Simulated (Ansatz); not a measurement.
## Nudged elastic band run: Al$_{2}$H$_{4}$S

Input file:

```yaml
crystal:
  periodic: [false, false, false]
  atoms:
    - { symbol: Al, position_ang: [-1.465728, 0.424846, -0.789775] }
    - { symbol: S, position_ang: [-0.465098, 0.709023, 1.139267] }
    - { symbol: Al, position_ang: [1.42679, -0.367624, 0.88437] }
    - { symbol: H, position_ang: [-0.773112, -0.432484, -1.928547] }
    - { symbol: H, position_ang: [-2.878234, 1.121994, -0.9497] }
    - { symbol: H, position_ang: [2.401757, -0.364806, 2.131685] }
    - { symbol: H, position_ang: [1.753645, -1.090947, -0.487301] }
basis:
  gaussian: { orbitals: def2-SVP }
hamiltonian:
  xc: pbe0
  dispersion: d4
neb:
  order_check: false
  images: 5
  f_tol: 0.03
  max_iterations: 60
  max_displacement: 0.5
  optimiser: lbfgs
  final_atoms:
    - { symbol: Al, position_ang: [-1.20903125, 0.52983329, -1.77664393] }
    - { symbol: S, position_ang: [-1.47555234, -0.17495097, 0.65740618] }
    - { symbol: Al, position_ang: [0.82925151, -0.37957046, 0.23475927] }
    - { symbol: H, position_ang: [0.54515017, -0.01703592, -1.41983167] }
    - { symbol: H, position_ang: [-1.51124733, 1.10293407, 1.10077396] }
    - { symbol: H, position_ang: [1.61008526, 0.85496958, 0.86360283] }
    - { symbol: H, position_ang: [1.21136398, -1.91617759, 0.33993236] }
  initial_path:
    images:
      - { positions_ang: [[-1.465728, 0.424846, -0.789775], [-0.465098, 0.709023, 1.139267], [1.42679, -0.367624, 0.88437], [-0.773112, -0.432484, -1.928547], [-2.878234, 1.121994, -0.9497], [2.401757, -0.364806, 2.131685], [1.753645, -1.090947, -0.487301]] }
      - { positions_ang: [[-1.56087033, 0.5744153, -0.97766526], [-0.42370055, 0.46256621, 0.76764293], [1.46628286, -0.39947875, 0.92451922], [-1.19068612, -0.21911303, -2.18852597], [-2.52358002, 0.97633989, -0.53493092], [2.24691903, -0.14097309, 2.17882852], [1.98565513, -1.25375453, -0.16986951]] }
      - { positions_ang: [[-1.65601267, 0.7239846, -1.16555553], [-0.3823031, 0.21610942, 0.39601885], [1.50577572, -0.43133351, 0.96466843], [-1.60826024, -0.00574206, -2.44850494], [-2.16892604, 0.83068578, -0.12016185], [2.09208106, 0.08285982, 2.22597205], [2.21766527, -1.41656206, 0.14756198]] }
      - { positions_ang: [[-1.751155, 0.87355389, -1.35344579], [-0.34090565, -0.03034736, 0.02439478], [1.54526858, -0.46318826, 1.00481765], [-2.02583436, 0.20762891, -2.7084839], [-1.81427206, 0.68503168, 0.29460723], [1.93724309, 0.30669274, 2.27311557], [2.4496754, -1.57936959, 0.46499347]] }
      - { positions_ang: [[-1.57044708, 0.75898036, -1.49451184], [-0.71912121, -0.07854857, 0.23539858], [1.30659622, -0.43531566, 0.74813152], [-1.16883952, 0.13274063, -2.27893316], [-1.71326382, 0.82433247, 0.56332947], [1.82819048, 0.48945168, 1.80327799], [2.03690493, -1.69163892, 0.42330643]] }
      - { positions_ang: [[-1.38973916, 0.64440682, -1.63557788], [-1.09733678, -0.12674977, 0.44640238], [1.06792387, -0.40744306, 0.49144539], [-0.31184467, 0.05785236, -1.84938242], [-1.61225557, 0.96363327, 0.83205172], [1.71913787, 0.67221063, 1.33344041], [1.62413446, -1.80390826, 0.38161939]] }
      - { positions_ang: [[-1.20903125, 0.52983329, -1.77664393], [-1.47555234, -0.17495097, 0.65740618], [0.82925151, -0.37957046, 0.23475927], [0.54515017, -0.01703592, -1.41983167], [-1.51124733, 1.10293407, 1.10077396], [1.61008526, 0.85496958, 0.86360283], [1.21136398, -1.91617759, 0.33993236]] }
```

Command:

```bash
$ ansatz run input.yaml --threads 1 --pin off --max-ram 2048MiB --backend cpu --events-out ev --progress --plain --runs-dir out
```

Output, in part (warnings, iteration lines):

```
NEB end point (image 0): max|allowed force component| = 8.546e-3 eV/Å (the criterion of neb.relax_end_points is 1.000e-2)
NEB end point (image 6): max|allowed force component| = 1.195e-2 eV/Å (the criterion of neb.relax_end_points is 1.000e-2)
NEB iter   1: max|band force component| = 1.433e1 eV/Å  barrier→ = 8.2276 eV  barrier← = 7.4453 eV  Δτ_max = 0.3029 Å  (167 SCF iters)
NEB iter   2: max|band force component| = 4.614e0 eV/Å  barrier→ = 4.0411 eV  barrier← = 3.2588 eV  Δτ_max = 0.0689 Å  (137 SCF iters)
NEB iter   3: max|band force component| = 2.252e0 eV/Å  barrier→ = 3.7469 eV  barrier← = 2.9646 eV  Δτ_max = 0.1219 Å  (124 SCF iters)
NEB iter   4: max|band force component| = 1.512e0 eV/Å  barrier→ = 3.2392 eV  barrier← = 2.4569 eV  Δτ_max = 0.1985 Å  (134 SCF iters)
NEB iter   5: max|band force component| = 1.313e0 eV/Å  barrier→ = 2.8318 eV  barrier← = 2.0495 eV  Δτ_max = 0.3283 Å  (130 SCF iters)
NEB iter   6: max|band force component| = 2.777e0 eV/Å  barrier→ = 2.6123 eV  barrier← = 1.8300 eV  Δτ_max = 0.0408 Å  (132 SCF iters)
NEB iter   7: max|band force component| = 1.333e0 eV/Å  barrier→ = 2.5564 eV  barrier← = 1.7741 eV  Δτ_max = 0.0770 Å  (115 SCF iters)
NEB iter   8: max|band force component| = 1.062e0 eV/Å  barrier→ = 2.4983 eV  barrier← = 1.7160 eV  Δτ_max = 0.0776 Å  (118 SCF iters)
NEB iter   9: max|band force component| = 1.293e0 eV/Å  barrier→ = 2.4587 eV  barrier← = 1.6764 eV  Δτ_max = 0.0192 Å  (117 SCF iters)
NEB iter  10: max|band force component| = 7.852e-1 eV/Å  barrier→ = 2.4500 eV  barrier← = 1.6677 eV  Δτ_max = 0.0597 Å  (117 SCF iters)
NEB iter  11: max|band force component| = 1.064e0 eV/Å  barrier→ = 2.4212 eV  barrier← = 1.6389 eV  Δτ_max = 0.0167 Å  (115 SCF iters)
NEB iter  12: max|band force component| = 6.364e-1 eV/Å  barrier→ = 2.4159 eV  barrier← = 1.6336 eV  Δτ_max = 0.0696 Å  (114 SCF iters)
NEB iter  13: max|band force component| = 9.135e-1 eV/Å  barrier→ = 2.3900 eV  barrier← = 1.6077 eV  Δτ_max = 0.0135 Å  (117 SCF iters)
NEB iter  14: max|band force component| = 6.539e-1 eV/Å  barrier→ = 2.3855 eV  barrier← = 1.6032 eV  Δτ_max = 0.0663 Å  (116 SCF iters)
NEB iter  15: max|band force component| = 9.308e-1 eV/Å  barrier→ = 2.3600 eV  barrier← = 1.5777 eV  Δτ_max = 0.0143 Å  (117 SCF iters)
NEB iter  16: max|band force component| = 6.139e-1 eV/Å  barrier→ = 2.3559 eV  barrier← = 1.5736 eV  Δτ_max = 0.0494 Å  (115 SCF iters)
NEB iter  17: max|band force component| = 6.939e-1 eV/Å  barrier→ = 2.3388 eV  barrier← = 1.5565 eV  Δτ_max = 0.0102 Å  (117 SCF iters)
NEB iter  18: max|band force component| = 6.224e-1 eV/Å  barrier→ = 2.3353 eV  barrier← = 1.5530 eV  Δτ_max = 0.0843 Å  (111 SCF iters)
NEB iter  19: max|band force component| = 8.626e-1 eV/Å  barrier→ = 2.3079 eV  barrier← = 1.5256 eV  Δτ_max = 0.0134 Å  (118 SCF iters)
NEB iter  20: max|band force component| = 5.698e-1 eV/Å  barrier→ = 2.3048 eV  barrier← = 1.5225 eV  Δτ_max = 0.0387 Å  (111 SCF iters)
NEB iter  21: max|band force component| = 5.767e-1 eV/Å  barrier→ = 2.2934 eV  barrier← = 1.5111 eV  Δτ_max = 0.0089 Å  (116 SCF iters)
NEB iter  22: max|band force component| = 5.639e-1 eV/Å  barrier→ = 2.2908 eV  barrier← = 1.5085 eV  Δτ_max = 0.1009 Å  (104 SCF iters)
NEB iter  23: max|band force component| = 7.958e-1 eV/Å  barrier→ = 2.2633 eV  barrier← = 1.4810 eV  Δτ_max = 0.0123 Å  (120 SCF iters)
NEB iter  24: max|band force component| = 4.903e-1 eV/Å  barrier→ = 2.2613 eV  barrier← = 1.4790 eV  CI = image 4  Δτ_max = 0.0078 Å  (109 SCF iters)
NEB iter  25: max|band force component| = 4.919e-1 eV/Å  barrier→ = 2.2609 eV  barrier← = 1.4786 eV  CI = image 4  Δτ_max = 0.0077 Å  (101 SCF iters)
NEB iter  26: max|band force component| = 4.896e-1 eV/Å  barrier→ = 2.2607 eV  barrier← = 1.4784 eV  CI = image 4  Δτ_max = 0.2394 Å  (97 SCF iters)
NEB iter  27: max|band force component| = 9.641e-1 eV/Å  barrier→ = 2.2729 eV  barrier← = 1.4906 eV  CI = image 4  Δτ_max = 0.0141 Å  (122 SCF iters)
NEB iter  28: max|band force component| = 5.170e-1 eV/Å  barrier→ = 2.2755 eV  barrier← = 1.4932 eV  CI = image 4  Δτ_max = 0.0272 Å  (114 SCF iters)
NEB iter  29: max|band force component| = 4.167e-1 eV/Å  barrier→ = 2.2870 eV  barrier← = 1.5047 eV  CI = image 4  Δτ_max = 0.0246 Å  (119 SCF iters)
NEB iter  30: max|band force component| = 5.950e-1 eV/Å  barrier→ = 2.2984 eV  barrier← = 1.5161 eV  CI = image 4  Δτ_max = 0.0089 Å  (116 SCF iters)
NEB iter  31: max|band force component| = 3.340e-1 eV/Å  barrier→ = 2.2986 eV  barrier← = 1.5163 eV  CI = image 4  Δτ_max = 0.0280 Å  (106 SCF iters)
NEB iter  32: max|band force component| = 3.386e-1 eV/Å  barrier→ = 2.2992 eV  barrier← = 1.5169 eV  CI = image 4  Δτ_max = 0.0054 Å  (116 SCF iters)
NEB iter  33: max|band force component| = 3.313e-1 eV/Å  barrier→ = 2.2989 eV  barrier← = 1.5166 eV  CI = image 4  Δτ_max = 0.0502 Å  (99 SCF iters)
NEB iter  34: max|band force component| = 5.879e-1 eV/Å  barrier→ = 2.2958 eV  barrier← = 1.5135 eV  CI = image 4  Δτ_max = 0.0088 Å  (118 SCF iters)
NEB iter  35: max|band force component| = 3.088e-1 eV/Å  barrier→ = 2.2951 eV  barrier← = 1.5128 eV  CI = image 4  Δτ_max = 0.0213 Å  (105 SCF iters)
NEB iter  36: max|band force component| = 2.860e-1 eV/Å  barrier→ = 2.2919 eV  barrier← = 1.5096 eV  CI = image 4  Δτ_max = 0.0389 Å  (117 SCF iters)
NEB iter  37: max|band force component| = 6.145e-1 eV/Å  barrier→ = 2.2869 eV  barrier← = 1.5046 eV  CI = image 4  Δτ_max = 0.0089 Å  (118 SCF iters)
NEB iter  38: max|band force component| = 3.358e-1 eV/Å  barrier→ = 2.2861 eV  barrier← = 1.5038 eV  CI = image 4  Δτ_max = 0.0193 Å  (107 SCF iters)
NEB iter  39: max|band force component| = 2.779e-1 eV/Å  barrier→ = 2.2833 eV  barrier← = 1.5010 eV  CI = image 4  Δτ_max = 0.0266 Å  (115 SCF iters)
NEB iter  40: max|band force component| = 5.134e-1 eV/Å  barrier→ = 2.2799 eV  barrier← = 1.4976 eV  CI = image 4  Δτ_max = 0.0077 Å  (115 SCF iters)
NEB iter  41: max|band force component| = 2.669e-1 eV/Å  barrier→ = 2.2793 eV  barrier← = 1.4970 eV  CI = image 4  Δτ_max = 0.0176 Å  (102 SCF iters)
NEB iter  42: max|band force component| = 2.460e-1 eV/Å  barrier→ = 2.2771 eV  barrier← = 1.4948 eV  CI = image 4  Δτ_max = 0.0315 Å  (115 SCF iters)
NEB iter  43: max|band force component| = 5.095e-1 eV/Å  barrier→ = 2.2739 eV  barrier← = 1.4916 eV  CI = image 4  Δτ_max = 0.0074 Å  (116 SCF iters)
NEB iter  44: max|band force component| = 2.836e-1 eV/Å  barrier→ = 2.2735 eV  barrier← = 1.4912 eV  CI = image 4  Δτ_max = 0.0164 Å  (108 SCF iters)
NEB iter  45: max|band force component| = 2.253e-1 eV/Å  barrier→ = 2.2721 eV  barrier← = 1.4898 eV  CI = image 4  Δτ_max = 0.0227 Å  (115 SCF iters)
NEB iter  46: max|band force component| = 4.387e-1 eV/Å  barrier→ = 2.2705 eV  barrier← = 1.4882 eV  CI = image 4  Δτ_max = 0.0066 Å  (116 SCF iters)
NEB iter  47: max|band force component| = 2.196e-1 eV/Å  barrier→ = 2.2703 eV  barrier← = 1.4880 eV  CI = image 4  Δτ_max = 0.0144 Å  (99 SCF iters)
NEB iter  48: max|band force component| = 2.126e-1 eV/Å  barrier→ = 2.2694 eV  barrier← = 1.4871 eV  CI = image 4  Δτ_max = 0.0252 Å  (116 SCF iters)
NEB iter  49: max|band force component| = 4.302e-1 eV/Å  barrier→ = 2.2684 eV  barrier← = 1.4861 eV  CI = image 4  Δτ_max = 0.0063 Å  (116 SCF iters)
NEB iter  50: max|band force component| = 2.420e-1 eV/Å  barrier→ = 2.2682 eV  barrier← = 1.4859 eV  CI = image 4  Δτ_max = 0.0140 Å  (105 SCF iters)
NEB iter  51: max|band force component| = 1.830e-1 eV/Å  barrier→ = 2.2679 eV  barrier← = 1.4856 eV  CI = image 4  Δτ_max = 0.0188 Å  (113 SCF iters)
NEB iter  52: max|band force component| = 3.761e-1 eV/Å  barrier→ = 2.2676 eV  barrier← = 1.4853 eV  CI = image 4  Δτ_max = 0.0057 Å  (115 SCF iters)
NEB iter  53: max|band force component| = 1.910e-1 eV/Å  barrier→ = 2.2675 eV  barrier← = 1.4852 eV  CI = image 4  Δτ_max = 0.0123 Å  (98 SCF iters)
NEB iter  54: max|band force component| = 1.873e-1 eV/Å  barrier→ = 2.2675 eV  barrier← = 1.4852 eV  CI = image 4  Δτ_max = 0.0209 Å  (113 SCF iters)
NEB iter  55: max|band force component| = 3.665e-1 eV/Å  barrier→ = 2.2676 eV  barrier← = 1.4853 eV  CI = image 4  Δτ_max = 0.0054 Å  (116 SCF iters)
NEB iter  56: max|band force component| = 2.090e-1 eV/Å  barrier→ = 2.2676 eV  barrier← = 1.4853 eV  CI = image 4  Δτ_max = 0.0123 Å  (100 SCF iters)
NEB iter  57: max|band force component| = 1.565e-1 eV/Å  barrier→ = 2.2677 eV  barrier← = 1.4854 eV  CI = image 4  Δτ_max = 0.0162 Å  (113 SCF iters)
NEB iter  58: max|band force component| = 3.280e-1 eV/Å  barrier→ = 2.2681 eV  barrier← = 1.4858 eV  CI = image 4  Δτ_max = 0.0050 Å  (115 SCF iters)
NEB iter  59: max|band force component| = 1.682e-1 eV/Å  barrier→ = 2.2681 eV  barrier← = 1.4858 eV  CI = image 4  Δτ_max = 0.0110 Å  (98 SCF iters)
NEB iter  60: max|band force component| = 1.664e-1 eV/Å  barrier→ = 2.2683 eV  barrier← = 1.4860 eV  CI = image 4  Δτ_max = 0.0179 Å  (115 SCF iters)
Error: NEB band did not converge after 60 iterations: max|band force component| = 1.66e-1 eV/Å (threshold 3.0e-2); raise `neb.max_iterations` in a new run, which can start from the last band evaluated (`neb.initial_path`, with `crystal.atoms` and `neb.final_atoms` set to its first and last images), …
```

The run ended unconverged. The band didn't meet its force threshold, so its energies are provisional: the largest band force was still 0.17 eV/Å, and over the last iterations the top stayed at 2.27 eV. Neighbouring images lie up to 1.8 Å apart, so the band is torn or far too coarse. The orbitals stay closed-shell, which can raise the energy where a bond breaks towards radicals; this wasn't checked here.

Final band (atoms are numbered from 1 in the order of the input):

| image | path coordinate (Å) | energy (eV) | Al1–H5 (Å) | S2–H5 (Å) | Al3–H4 (Å) |
| --- | --- | --- | --- | --- | --- |
| 0 | 0.00 | 0.00 | 1.58 | 3.22 | 3.57 |
| 1 | 1.42 | 0.17 | 1.58 | 3.11 | 4.31 |
| 2 | 2.87 | 0.36 | 1.57 | 3.17 | 4.56 |
| 3 | 4.34 | 1.98 | 1.68 | 2.33 | 4.94 |
| 4 | 5.80 | 2.27 | 3.06 | 1.35 | 5.14 |
| 5 | 7.65 | 2.09 | 3.22 | 1.35 | 3.56 |
| 6 | 9.47 | 0.78 | 2.95 | 1.35 | 1.72 |

The run took 11 min on 1 thread of Arm Neoverse V1 (shared host), peak memory 0.14 GiB.
